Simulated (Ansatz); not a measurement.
Ideal-gas functions of `N[B]F` radical at 600 K and 1 bar, from an Ansatz frequency run at PBE0-D4/def2-TZVP.

Molar mass 45.83 g/mol, point group Cs (symmetry number 1), electronic degeneracy 2, moments of inertia 4.911, 52.305, 57.216 u Å². Harmonic wavenumbers (cm⁻¹, unscaled): 424, 485, 577, 894, 1171, 1437, 1611, 3574, 3724.

Use S(trans) = R[1.5 ln M + 2.5 ln T − 1.1517]; rotational temperatures θ = 24.2544 K / I; S(rot) = R[ln(√π/σ · √(T³/θAθBθC)) + 1.5]; for each mode x = 1.438777 ν̃/T, S = R[x/(eˣ − 1) − ln(1 − e⁻ˣ)] and H = RT x/(eˣ − 1); 1 cm⁻¹ = 0.0119627 kJ/mol; R = 8.31446 J/(mol·K).

**Question.** By hand: the entropy, in J/(mol·K).

**Answer.** Translation 171.1. Rotation: θ = 4.9388, 0.4637, 0.4239 K, giving 97.1. Vibration, mode by mode: 8.53, 7.51, 6.25, 3.40, 2.02, 1.21, 0.87, 0.02, 0.01, in all 29.8. Electronic 5.8. Sum 303.8 J/(mol·K).

**Question.** By hand: H − E and G − E in kJ/mol, counted from the electronic energy.

**Answer.** Zero-point energy ½ × 13897 × 0.0119627 = 83.1; thermal vibration 11.1; translation, rotation and pV give 4 RT = 20.0. H − E = 114.2 kJ/mol, and G − E = 114.2 − 600 × 303.8/1000 = -68.1 kJ/mol.

Vibration gives 10 % of the entropy. The sum counts one conformer and one mirror image; others add a mixing term.
